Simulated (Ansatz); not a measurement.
# C₂H₃+ (triplet): from Hartree-Fock to the top rungs, cc-pVDZ

The task here is to estimate one member of a computed series from the others.

Computed with Ansatz 0.2.0, Gaussian basis. Level: cc-pVDZ, core rule «outside noble gas», up to 2 orbitals frozen.

The runs, in order: UHF; CCSD(T) on ROHF; CCSD(T) on UHF; BCCD(T) on ROHF; CISD as a restricted active space (open shells left free, so some higher excitations enter); CCSDT(Q) on ROHF; CCSDT(Q) on UHF; CASSCF and NEVPT2, 10 electrons in 11 orbitals.

17 further runs of the same task are left out: 6 that didn't finish, 11 set aside as unsound or not needed. Runs told in other sessions of the task aren't counted.

### The system

The geometry is a PBE0/def2-TZVP stationary point (not a proven minimum) of the parent state, kept for this charge and spin.

5 atoms, charge 1, spin multiplicity 3.

Atoms are counted from 1 here; the program's logs count them from 0.

Bond lengths: C1–C2 1.428 Å, C1–H3 1.121 Å, C1–H4 1.099 Å, C1–H5 1.099 Å. Angles: C2–C1–H3 91.4°, C2–C1–H4 118.1°, C2–C1–H5 118.1°, H3–C1–H4 106.6°, H3–C1–H5 106.6°, H4–C1–H5 112.4°.

The first run:

Input file in.yaml:

```yaml
crystal:
  periodic: [false, false, false]
  atoms:
    - {symbol: C, position_ang: [-0.011769, 0.000000, 0.594637]}
    - {symbol: C, position_ang: [-0.025439, 0.000000, -0.833034]}
    - {symbol: H, position_ang: [1.109363, -0.000004, 0.611143]}
    - {symbol: H, position_ang: [-0.332990, 0.912927, 1.114803]}
    - {symbol: H, position_ang: [-0.332996, -0.912924, 1.114803]}
basis:
  gaussian: {orbitals: cc-pVDZ}
total_charge: 1
magnetization: {spin_polarized: true, initial_magnetization: 2}
hamiltonian: {xc: hf}
output: {orbitals: {seedname: orbitals}}
```

On the command line:

```
> ansatz run in.yaml --threads 1 --pin off --events-out ev --progress --plain --max-ram 2393MiB
```

Among the steps run: UHF; CCSD(T) on ROHF; CCSD(T) on UHF; BCCD(T) on ROHF; CISD as a restricted active space (open shells left free, so some higher excitations enter); CCSDT(Q) on ROHF; CCSDT(Q) on UHF; CASSCF and NEVPT2, 10 electrons in 11 orbitals.

One of the session's tables, all rows but one given; the rest of the session is left out.

| method | from UCCSDT(Q) (meV) |
| --- | --- |
| ROHF | +6470.8 |
| UHF | +6377.6 |
| RMP2 | ? |
| UMP2 | +1093.9 |
| CISD | +608.4 |
| RCCSD | +241.5 |
| UCCSD | +240.5 |
| RCCSD(T) | +41.2 |
| UCCSD(T) | +41.0 |
| BCCD(T) | +42.0 |
| RCCSDT | +10.8 |
| UCCSDT | +10.3 |
| RCCSDT(Q) | +2.4 |
| UCCSDT(Q) | 0 |
| CASSCF valence | +3567.7 |
| NEVPT2 valence | +791.9 |

Estimate the missing values for RMP2.

As computed: from UCCSDT(Q) (meV): +1120.3. In the column «from UCCSDT(Q) (meV)» it lies between UMP2 (+1093.9) and CASSCF valence (+3567.7).

To keep in mind: Restricted and unrestricted rows rest on different reference determinants; a gap between their highest levels can come from leftover correlation error, from unlike frozen cores or from another state.
